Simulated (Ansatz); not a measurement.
For trigonal Te, PBEsol+SOC (PAW; Ansatz, a quantum-chemistry and plane-wave program) gives:

- lattice parameter a: 4.315 Å
- c axis length: 5.983 Å
- bulk modulus: 32.0 GPa
- band gap at the measured cell (atoms relaxed with PBEsol): 0.00 eV

Question: What does r²SCAN in Ansatz (PAW) give for the same quantities?

Answer: 
- lattice constant a: 4.621 Å (rises by 7.1 %)
- lattice parameter c: 5.906 Å (falls by 1.3 %)
- bulk modulus: 12.3 GPa (falls by 62 %)
- band gap at the measured cell (atoms relaxed with PBEsol): 0.32 eV (grows by 0.32 eV)

For comparison: lattice constant a 4.456 Å (measured, 293 K, no zero-point or thermal correction; as tabulated in Wikipedia's data pages); lattice parameter c 5.928 Å (measured, 293 K, not corrected to a static lattice; as tabulated in Wikipedia's data pages); bulk modulus 19 GPa (measured, temperature not stated, no zero-point or thermal correction; as tabulated in Yi et al. (2018), arXiv:1712.00894); band gap 0.33 eV (measured, temperature not stated, no zero-point or thermal correction, compiled measured gap; kind and temperature not stated; as tabulated in Kothakonda et al. (2022), arXiv:2208.02841).

Changes are worked out from the printed values.

Unless a cell is named, each level is at its own relaxed cell (PBEsol+SOC 32.16, r²SCAN 36.40 Å³/atom).

Levels without +SOC have no spin–orbit coupling; where heavier elements are present it shifts gaps, mostly down, and can invert bands. A gap of zero means that the bands touch or overlap. Density-functional gaps are differences of (generalised) Kohn–Sham levels.

Caveats: for a layered or molecular solid the relaxed cell lies over 5 % above the published volume, where the minimum can be shallow (r²SCAN); the cell comes from a level without a dispersion term, which matters for the spacing of layers, chains or molecules (PBEsol+SOC, r²SCAN). Ansatz's density-functional and Hartree–Fock values are scalar-relativistic unless marked +SOC, with PAW data made under PBE.
